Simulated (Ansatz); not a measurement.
TiC (rock salt): values from a third-order Birch-Murnaghan fit to a volume scan beside measured ones. Computed values: PBE (plane waves to 420 eV, PAW, scalar-relativistic; Ansatz, a program for electronic structure). TiC is run without spin polarisation. TiC was relaxed with its symmetry unable to fall.

| quantity | reference | kind |
|---|---|---|
| Lattice constant a (Å) | 4.33 | measured, room temperature or unstated |

References as given in: Guo-Xu Zhang, Anthony M Reilly, Alexandre Tkatchenko et al., New Journal of Physics (2018), doi:10.1088/1367-2630/aac7f0. Values not taken to low temperature hold thermal and zero-point shifts that a static calculation lacks, so small differences there are no errors of the method.

Problem. Estimate the PBE values and the sign and size of each difference.

Solution. 
```
quantity                  PBE  difference
----------------------  -----  ----------
Lattice constant a (Å)  4.333      +0.1 %
```



(A scan under strain: stresses follow from slopes of the energy per volume, elastic moduli from its curvatures.)
